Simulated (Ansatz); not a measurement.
# AlH3OSi (SMILES O=[SiH][AlH2]): a rigid scan of the bond length O1–Si2

Aim: the energy along the bond length O1–Si2, from CCSD(T) and from cheaper methods, relative to the minimum. No other atom is relaxed.

Program: Ansatz 0.2.0, Gaussian basis. Level of theory: single points in def2-TZVPP. These are calculated values, not measurements.

Levels: PBE-D4, r2SCAN-D4, PBE0-D4, B3LYP-D4, wB97M-V, Hartree-Fock, MP2, CCSD, CCSD(T). The scan takes 1.346, 1.399, 1.477, 1.568, 1.669, 1.777, 1.893, 2.014, 2.141 Å.

Correlated methods freeze the cores. B3LYP uses VWN-RPA correlation.

37 further runs of the same task are left out: 37 set aside as unsound or not needed.

### 1 The starting structure

The minimum, relaxed at PBE0-D4: SMILES `O=[SiH][AlH2]`, 6 atoms, charge 0, spin multiplicity 1.

Atoms are counted from 1 here; the program's logs count them from 0.

Bond lengths: O1–Si2 1.529 Å, Si2–Al3 2.462 Å, Si2–H4 1.503 Å, Al3–H5 1.583 Å, Al3–H6 1.583 Å. Angles: O1–Si2–Al3 112.5°, O1–Si2–H4 121.2°, Al3–Si2–H4 126.3°, Si2–Al3–H5 118.9°, Si2–Al3–H6 118.9°, H5–Al3–H6 122.0°.

Geometry (Å):

```xyz
6

O     0.4737   -2.0165    0.9416
Si   -0.3504   -1.1896   -0.0461
Al    0.2721    1.1921   -0.0292
H    -1.4083   -1.8278   -0.9024
H     1.4468    1.6825   -0.9702
H    -0.4338    2.1593    1.0063
```

Energies of the minimum (eV), from earlier single points: PBE-D4 -16561.11407, r2SCAN-D4 -16568.46025, PBE0-D4 -16562.27588, B3LYP-D4 -16572.48928, wB97M-V -16569.17084, CCSD(T) -16543.39699.

At the minimum the bond length O1–Si2 is 1.529 Å.

### 2 O1–Si2 = 1.346 Å

File ccsdt-tzvpp/in.yaml:

```yaml
crystal:
  periodic: [false, false, false]
  atoms:
    - {symbol: O, position_ang: [0.473679, -2.016522, 0.941619]}
    - {symbol: Si, position_ang: [-0.251712, -1.288696, 0.072256]}
    - {symbol: Al, position_ang: [0.370830, 1.093031, 0.089129]}
    - {symbol: H, position_ang: [-1.309553, -1.926830, -0.784045]}
    - {symbol: H, position_ang: [1.545534, 1.583441, -0.851898]}
    - {symbol: H, position_ang: [-0.335105, 2.060246, 1.124584]}
basis:
  gaussian: {orbitals: def2-TZVPP}
correlation: {method: ccsd_t}
```

The command line of these runs was not kept.

After this run come: O1–Si2 = 1.399 Å; O1–Si2 = 1.477 Å; O1–Si2 = 1.568 Å; O1–Si2 = 1.669 Å; O1–Si2 = 1.777 Å; O1–Si2 = 1.893 Å; O1–Si2 = 2.014 Å; O1–Si2 = 2.141 Å.

Q: Predict the outcome of this session. Wanted: highest point, CCSD(T); lowest point, CCSD(T); minimum along the scan, CCSD(T); RMS deviation from CCSD(T); largest T1 diagnostic.

**Answer**, as computed:

| quantity | value |
| --- | --- |
| highest point, CCSD(T) | 74.5 kcal/mol at 2.141 Å |
| lowest point, CCSD(T) | 0.0 kcal/mol at 1.529 Å |
| minimum along the scan, CCSD(T) | 1.540 Å |
| curvature there | 50.8 eV/Å² |
| RMS deviation from CCSD(T) | PBE-D4 1.8, r2SCAN-D4 3.2, PBE0-D4 5.9, B3LYP-D4 4.1, wB97M-V 7.5, Hartree-Fock 17.1, MP2 7.1, CCSD 5.3 kcal/mol |
| largest T1 diagnostic | 0.096 |

A polynomial through the near points puts the CCSD(T) minimum 0.011 Å above the PBE0-D4 value. It is steeper on the short side than on the long one. Curvature against CCSD(T): PBE-D4 -6 %, Hartree-Fock +30 %. Best along the scan: PBE-D4. Worst: Hartree-Fock. The T1 diagnostic is large here, over the usual mark for main-group molecules (transition-metal compounds often pass it harmlessly), so CCSD(T) itself may be off. The restricted Hartree–Fock reference is unstable towards an unrestricted one at one or more of these structures. The program raised a warning in one or more of these runs; the logs name it.
